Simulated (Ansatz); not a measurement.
System: graphite. Method: PBE (Ansatz, a quantum-chemistry and plane-wave program, plane waves, PAW).

Run with plane-wave cutoff 520 eV, 24×24×8 k mesh (along the axes of the cell as run), Fermi–Dirac smearing 0.05 eV, scalar-relativistic PAW data made under PBE.

Properties against volume:

Shape and atoms are relaxed at each volume.

| V (Å³/atom) | P (GPa) | c (Å) |
|---|---|---|
| 11.024 | 0.09 | 8.371 |
| 11.254 | 0.05 | 8.545 |
| 11.483 | 0.00 | 8.718 |
| 11.713 | -0.01 | 8.892 |
| 11.943 | -0.04 | 9.066 |

Note: the cell comes from a level without a dispersion term, which matters for the spacing of layers, chains or molecules.
